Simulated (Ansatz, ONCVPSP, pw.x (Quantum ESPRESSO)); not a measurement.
## oxygen: does the ONCV potential hold in the solid?

- Element: O
- Generator: ONCVPSP 4.0.1.1 (patched build)
- Type: optimised norm-conserving Vanderbilt (ONCV)
- Functional: LDA (Perdew-Wang 92)
- Relativity: scalar-relativistic
- Frozen core: [He]
- Valence charge: 6
- Reference configuration: 2s1 2p5
- Partial waves: 2s: rc 0.65 bohr, ncon 3, nbas 7, qcut 9.7 1/bohr, 1 projector; 2p: rc 1.70 bohr, ncon 4, nbas 8, qcut 7.1 1/bohr, 2 projectors, debl 0.7 Ha; d scattering state at 0.27 Ha: rc 1.60 bohr, ncon 3, nbas 6, qcut 6.3 1/bohr, 1 projector
- Local potential: polynomial inside 0.60 bohr (lpopt 4, dvloc0 0 Ha)
- Core correction: Teter function, fcfact 4.25, rcfact 1.1

Atomic tests: cutoffs needed: 41 Ha and 72 Ha (the cutoffs (Ha) at which the residual kinetic energy of the hardest occupied pseudo-wave falls to 1 and 0.1 mHa per electron); ghost test: no bound ghost flagged; no localised positive-energy state flagged; largest excitation error: +2528 meV (all-electron minus pseudo) for 2s2 2p1, out of 4 test configurations.

Crystal test: fcc O in pw.x 7.5, no spin, 18³ k-points, Fermi–Dirac smearing 0.01 Ry, cutoffs 170/680 Ry. The reference is all-electron LAPW (Ansatz 0.2.0) with the same functional, mesh and smearing; V0 and B0 come from Birch–Murnaghan fits to the pressures at five volumes. Errors are pseudo minus all-electron; Δ is the rms difference of the E(V) curves that follow from these fits, minima aligned, over ±6 % about the mean V0. Mesh and smearing are coarse, so the numbers serve the comparison and aren't converged zero-temperature values; the lattice is a test structure that the element need not adopt. Spin polarisation is left out.

All-electron: a0 = 3.070 Å (V0 = 7.23 Å³/atom), B0 = 194.3 GPa.

Task: How far does the potential miss the all-electron equation of state?

Result: mean pressure error (GPa): +2.09; a0 (Å): 3.080; a0 error (%): +0.35; B0 error (%): -1.4; Δ (meV/atom): 3.2.

```tsv
V (Å³/atom)	P all-electron (GPa)	P pseudo (GPa)
6.852	11.85	14.28
7.033	5.78	8.03
7.213	0.50	2.58
7.393	-4.09	-2.17
7.574	-8.08	-6.31
```

Task: At the middle volume, how do free energy and pressure move when the wave cutoff is lowered (ecutrho kept at four times it)?

Result:

| cutoff (Ry) | shift of F (meV/atom) | shift of P (GPa) |
| --- | --- | --- |
| 76 | +96.1 | -10.43 |
| 102 | +6.9 | -0.55 |
| 136 | +3.5 | -0.07 |

Input at the middle volume:

```
&control
  calculation='scf', prefix='x', pseudo_dir='./', outdir='./tmp', tstress=.true., disk_io='low'
/
&system
  ibrav=0, nat=1, ntyp=1, ecutwfc=170, ecutrho=680, nbnd=10,
  occupations='smearing', smearing='fd', degauss=0.01
/
&electrons
  conv_thr=1e-09, mixing_beta=0.4, electron_maxstep=70
/
ATOMIC_SPECIES
O 1.0 O.UPF
CELL_PARAMETERS angstrom
  0.00000000 1.53354072 1.53354072
  1.53354072 0.00000000 1.53354072
  1.53354072 1.53354072 0.00000000
ATOMIC_POSITIONS crystal
O 0.0000 0.0000 0.0000
K_POINTS automatic
18 18 18 0 0 0
```

```bash
pw.x < O.scf.in > O.scf.out
```

Lines of the output:

```
Message from routine setup:
     using ibrav=0 with symmetry is DISCOURAGED, use correct ibrav instead
     lattice parameter (alat)  =       4.0984  a.u.
     unit-cell volume          =      48.6757 (a.u.)^3
     number of electrons       =         6.00
     number of Kohn-Sham states=           10
     kinetic-energy cutoff     =     170.0000  Ry
     charge density cutoff     =     680.0000  Ry
     scf convergence threshold =      1.0E-09
     Exchange-correlation= SLA  PW   NOGX NOGC
     number of k points=   195  Fermi-Dirac smearing, width (Ry)=  0.0100
     iteration #  1     ecut=   170.00 Ry     beta= 0.40
     total energy              =     -31.35632530 Ry
     estimated scf accuracy    <       0.00090867 Ry
     iteration #  2     ecut=   170.00 Ry     beta= 0.40
     total energy              =     -31.35634826 Ry
     estimated scf accuracy    <       0.00015424 Ry
     iteration #  3     ecut=   170.00 Ry     beta= 0.40
     total energy              =     -31.35637023 Ry
     estimated scf accuracy    <       0.00000954 Ry
     iteration #  4     ecut=   170.00 Ry     beta= 0.40
     total energy              =     -31.35637048 Ry
     estimated scf accuracy    <       0.00000002 Ry
     iteration #  5     ecut=   170.00 Ry     beta= 0.40
     total energy              =     -31.35637050 Ry
     estimated scf accuracy    <          2.9E-09 Ry
     iteration #  6     ecut=   170.00 Ry     beta= 0.40
     the Fermi energy is     6.6641 ev
!    total energy              =     -31.35637050 Ry
     estimated scf accuracy    <          4.3E-11 Ry
     smearing contrib. (-TS)   =      -0.00462780 Ry
     The total energy is F=E-TS. E is the sum of the following terms:
     one-electron contribution =      -0.04331842 Ry
     hartree contribution      =       4.01266536 Ry
     xc contribution           =      -6.84340993 Ry
     ewald contribution        =     -28.47767971 Ry
     convergence has been achieved in   6 iterations
          total   stress  (Ry/bohr**3)                   (kbar)     P=       25.84
```

The run at the middle volume (195 k-points, 6 iterations) took about 70 s on one core of a shared host (Neoverse-N1, 64 threads, 124 GiB, load 54).
